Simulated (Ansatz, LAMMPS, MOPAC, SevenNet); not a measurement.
**Ladder of methods for the elastic constant C11 of diamond-structure Ge**

Reference value: 131 GPa (measured, low temperature, not corrected to a static lattice; as tabulated in Tanner et al. (2021), arXiv:2110.11888).

| level (code) | value (GPa) | cell (Å³/atom) | difference (%) |
|---|---|---|---|
| Tersoff Ge.tersoff (a germanene fit) (LAMMPS) | 213 | 21.40 | +63 |
| PM6 semi-empirical Hartree-Fock (MOPAC) (MOPAC) | 175 | 22.47 | +34 |
| SevenNet-0 (SevenNet) | 61.1 | 23.76 | -53 |
| LDA (Ansatz) | 122 | 22.21 | -6.9 |
| PBE (Ansatz) | 104 | 23.89 | -21 |
| r²SCAN (Ansatz) | 127 | 22.84 | -3.1 |
| r²SCANh (Ansatz) | 133 | 22.64 | +1.5 |

Leaving aside Tersoff Ge.tersoff (a germanene fit), which can be fitted to such values or carry a doubt: Nearest, and too close to rank with a margin of 5.0 % (twice that across the reference) picked here for doubts on the reference and the settings, and for temperature and zero-point motion: r²SCANh (+1.5 %), r²SCAN (-3.1 %), LDA (-6.9 %). SevenNet-0 (-53 %) misses by most. Within 10 %: LDA, r²SCAN, r²SCANh. Of the first-principles levels, DFT without exact exchange (LDA, r²SCAN) would do here.

The measured value isn't corrected to a static lattice, so vibrations enter the comparison.  PM6 semi-empirical Hartree-Fock (MOPAC): the method was fitted mainly to molecules. PM6 semi-empirical Hartree-Fock (MOPAC): the run uses a supercell at the zone centre in place of a k mesh. LDA, PBE: the solid has no gap at this level, which affects its response. Each level is taken at its own relaxed cell. Cutoffs and k meshes differ between the levels. Ansatz's density-functional and Hartree–Fock values are scalar-relativistic unless marked +SOC, with PAW data made under PBE.

Empirical potentials (Tersoff Ge.tersoff (a germanene fit)) are fitted to chosen data, which need not cover the solid at hand: agreement can be built in, and what lay outside the fit can be far off. Machine-learned potentials (SevenNet-0) are trained on DFT data, which may include these solids.

Differences are worked out from the printed values.

Ansatz is a first-principles code.
